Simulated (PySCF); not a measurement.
Species: C₄H₉N.
InChI=1S/C4H9N/c1-3-4-5-2/h4H,3H2,1-2H3/b5-4-

Torsions of this conformer, `[CH3:1][CH2:2]/[CH:3]=[N:4]\[CH3:5]`: C1–C2–C3–N4 -127°.

The closed-shell ground state was solved at several levels (PySCF, density fitting, gas phase, non-relativistic). The structure is a single PBE0-D3(BJ)/def2-SVP conformer in the gas phase; no vibrational or solvent corrections.

```csv
level,basis functions,total energy (Eh),HOMO (eV),LUMO (eV),gap (eV),dipole (D)
wB97X-D/pcSseg-2,306,-212.5780,-8.74,1.82,10.56,2.11
PBE0/pcSseg-1,130,-212.2815,-6.80,0.16,6.96,2.02
B3LYP/pcJ-1,225,-212.5882,-6.56,-0.09,6.47,1.98
```

(1) What might CAM-B3LYP/def2-SVPD (172 basis functions) give for the same quantities?

(2) Over all these levels, which gives the widest orbital gap and which the narrowest?

(3) How far do the dipole and the HOMO energy spread over the levels?

Results:

(1) Total energy -212.3033 Eh, HOMO -8.27 eV, LUMO 1.07 eV, gap 9.34 eV, dipole 2.10 D.

(2) wB97X-D/pcSseg-2 (range-separated hybrid) has the widest, 10.56 eV, and B3LYP/pcJ-1 (global hybrid, 20 % exact exchange) the narrowest, 6.47 eV. Functional and basis both differ between the two, so the spread mixes both effects.

(3) The dipole runs from 1.98 to 2.11 D (mean 2.05 D) and the HOMO from -8.74 to -6.56 eV.

The pairwise dispersion term of wB97X-D wasn't added to the energies; at a given geometry it leaves orbitals and properties as they are.
